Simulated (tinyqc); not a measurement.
UHF in the sto-6g basis, for LiH+, spin multiplicity 2, step by step. One step of it, computed by the program tinyqc.

Task: Iteration 1: diagonalisation and new density. Diagonalise F' = X^T F X, C = X C', fill 2 alpha and 1 beta electrons from the bottom; D(s) = C_occ C_occ^T; the new density keeps 0.7 of the old one (damping). Each column has its largest component positive (the first on a tie).

F(alpha) (hartree):
```
            1Li 1s     1Li 2s    1Li 2px    1Li 2py    1Li 2pz      2H 1s
1Li 1s   -3.599055  -0.868079   0.054521   0.063084   0.037433  -0.212460
1Li 2s   -0.868079  -0.791320   0.007817  -0.011786  -0.074772  -0.357562
1Li 2px   0.054521   0.007817  -0.368520  -0.067282  -0.031344   0.027520
1Li 2py   0.063084  -0.011786  -0.067282  -0.435250  -0.037218   0.044605
1Li 2pz   0.037433  -0.074772  -0.031344  -0.037218  -0.425572  -0.385470
2H 1s    -0.212460  -0.357562   0.027520   0.044605  -0.385470  -0.695565
```

F(beta) (hartree):
```
            1Li 1s     1Li 2s    1Li 2px    1Li 2py    1Li 2pz      2H 1s
1Li 1s   -3.488083  -0.862571   0.021958   0.007271   0.015835  -0.194275
1Li 2s   -0.862571  -0.741620   0.030564   0.027202  -0.065108  -0.349440
1Li 2px   0.021958   0.030564  -0.307771   0.006743  -0.006758   0.004947
1Li 2py   0.007271   0.027202   0.006743  -0.290811   0.004923   0.005916
1Li 2pz   0.015835  -0.065108  -0.006758   0.004923  -0.396452  -0.373384
2H 1s    -0.194275  -0.349440   0.004947   0.005916  -0.373384  -0.576083
```

X:
```
                 1          2          3         4          5         6
1Li 1s    0.183952   0.792668   0.000000  0.000000   0.605582  0.178742
1Li 2s   -0.741034  -0.615394   0.000000  0.000000   0.474310  0.368474
1Li 2px   0.000000   0.000000  -0.450692  0.892679   0.000000  0.000000
1Li 2py   0.000000   0.000000   0.892679  0.450692   0.000000  0.000000
1Li 2pz  -0.885769   0.450744   0.000000  0.000000  -0.484690  0.400205
2H 1s     1.124229  -0.180199   0.000000  0.000000  -0.168330  0.528950
```

D(alpha) at the start:
```
            1Li 1s     1Li 2s    1Li 2px    1Li 2py    1Li 2pz      2H 1s
1Li 1s    0.118930   0.031335  -0.145397  -0.198718  -0.189920   0.179339
1Li 2s    0.031335   1.087084   0.009244   0.272551   0.067186  -0.451712
1Li 2px  -0.145397   0.009244   0.179850   0.257262   0.237353  -0.241243
1Li 2py  -0.198718   0.272551   0.257262   0.429886   0.352639  -0.449926
1Li 2pz  -0.189920   0.067186   0.237353   0.352639   0.316023  -0.340605
2H 1s     0.179339  -0.451712  -0.241243  -0.449926  -0.340605   0.501205
```

D(beta) at the start:
```
            1Li 1s     1Li 2s    1Li 2px    1Li 2py    1Li 2pz      2H 1s
1Li 1s    0.033392   0.169763  -0.033728  -0.007317  -0.035834  -0.024094
1Li 2s    0.169763   0.863063  -0.171472  -0.037197  -0.182175  -0.122493
1Li 2px  -0.033728  -0.171472   0.034068   0.007390   0.036194   0.024337
1Li 2py  -0.007317  -0.037197   0.007390   0.001603   0.007852   0.005279
1Li 2pz  -0.035834  -0.182175   0.036194   0.007852   0.038454   0.025856
2H 1s    -0.024094  -0.122493   0.024337   0.005279   0.025856   0.017385
```

overlap S:
```
           1Li 1s    1Li 2s   1Li 2px   1Li 2py   1Li 2pz     2H 1s
1Li 1s   1.000000  0.235742  0.000000  0.000000  0.000000  0.053945
1Li 2s   0.235742  1.000000  0.000000  0.000000  0.000000  0.370086
1Li 2px  0.000000  0.000000  1.000000  0.000000  0.000000  0.000000
1Li 2py  0.000000  0.000000  0.000000  1.000000  0.000000  0.000000
1Li 2pz  0.000000  0.000000  0.000000  0.000000  1.000000  0.488477
2H 1s    0.053945  0.370086  0.000000  0.000000  0.488477  1.000000
```

Give: F' = X^T F X; orbital energies; coefficients C; F' = X^T F X; orbital energies; coefficients C; D(alpha) after iteration 1; D(beta) after iteration 1.

Result:

F' = X^T F X (alpha) (hartree):
```
         1        2        3        4        5        6
1  -0.3674  -0.2451   0.0640   0.1028  -0.0997  -0.1296
2  -0.2451  -1.7110   0.0203   0.0319  -1.4295  -0.4843
3   0.0640   0.0203  -0.3676  -0.0668   0.0172   0.0074
4   0.1028   0.0319  -0.0668  -0.4362   0.0617   0.0201
5  -0.0997  -1.4295   0.0172   0.0617  -2.0664  -0.6501
6  -0.1296  -0.4843   0.0074   0.0201  -0.6501  -0.9590
```

orbital energies (alpha) (hartree): MO1 -3.6023, MO2 -0.7273, MO3 -0.5716, MO4 -0.4671, MO5 -0.3261, MO6 -0.2131

coefficients C (alpha):
```
             MO1      MO2      MO3      MO4      MO5      MO6
1Li 1s    0.9984  -0.1451  -0.1406  -0.1506  -0.0108  -0.0174
1Li 2s    0.0008   0.4348   0.8233   0.5792   0.0727   0.2846
1Li 2px  -0.0176  -0.0299   0.3074  -0.4085   0.8290  -0.2241
1Li 2py  -0.0207  -0.0373   0.5537  -0.5443  -0.5551  -0.2953
1Li 2pz  -0.0188   0.1855   0.1870  -0.4192   0.0186   1.0663
2H 1s     0.0153   0.6740  -0.6565  -0.2116  -0.0576  -0.8191
```

F' = X^T F X (beta) (hartree):
```
         1        2        3        4        5        6
1  -0.1744  -0.2114  -0.0116  -0.0138  -0.0916  -0.0780
2  -0.2114  -1.6441  -0.0064  -0.0092  -1.3902  -0.4885
3  -0.0116  -0.0064  -0.2997   0.0108  -0.0012   0.0079
4  -0.0138  -0.0092   0.0108  -0.2989   0.0333   0.0209
5  -0.0916  -1.3902  -0.0012   0.0333  -1.9959  -0.6443
6  -0.0780  -0.4885   0.0079   0.0209  -0.6443  -0.8984
```

orbital energies (beta) (hartree): MO1 -3.4889, MO2 -0.6611, MO3 -0.4456, MO4 -0.3086, MO5 -0.2838, MO6 -0.1235

coefficients C (beta):
```
             MO1      MO2      MO3      MO4      MO5      MO6
1Li 1s    0.9964  -0.1703  -0.1864  -0.0159  -0.0324  -0.0539
1Li 2s    0.0147   0.5655   0.8460   0.0985   0.1436   0.4717
1Li 2px  -0.0070  -0.0401  -0.1546   0.8842   0.4389   0.0072
1Li 2py  -0.0024  -0.0493  -0.1018  -0.4572   0.8794   0.0696
1Li 2pz  -0.0045   0.2510  -0.3940  -0.0068  -0.1199   1.0725
2H 1s    -0.0006   0.5339  -0.4935  -0.0642   0.0213  -1.0351
```

D(alpha) after iteration 1:
```
          1Li 1s   1Li 2s  1Li 2px  1Li 2py  1Li 2pz    2H 1s
1Li 1s    0.3886   0.0033  -0.1057  -0.1437  -0.1466   0.1008
1Li 2s    0.0033   0.8177   0.0026   0.1859   0.0712  -0.2283
1Li 2px  -0.1057   0.0026   0.1263   0.1805   0.1646  -0.1750
1Li 2py  -0.1437   0.1859   0.1805   0.3015   0.2449  -0.3226
1Li 2pz  -0.1466   0.0712   0.1646   0.2449   0.2316  -0.2010
2H 1s     0.1008  -0.2283  -0.1750  -0.3226  -0.2010   0.4872
```

D(beta) after iteration 1:
```
          1Li 1s   1Li 2s  1Li 2px  1Li 2py  1Li 2pz    2H 1s
1Li 1s    0.3212   0.1232  -0.0257  -0.0058  -0.0264  -0.0170
1Li 2s    0.1232   0.6042  -0.1201  -0.0260  -0.1275  -0.0857
1Li 2px  -0.0257  -0.1201   0.0239   0.0052   0.0253   0.0170
1Li 2py  -0.0058  -0.0260   0.0052   0.0011   0.0055   0.0037
1Li 2pz  -0.0264  -0.1275   0.0253   0.0055   0.0269   0.0181
2H 1s    -0.0170  -0.0857   0.0170   0.0037   0.0181   0.0122
```
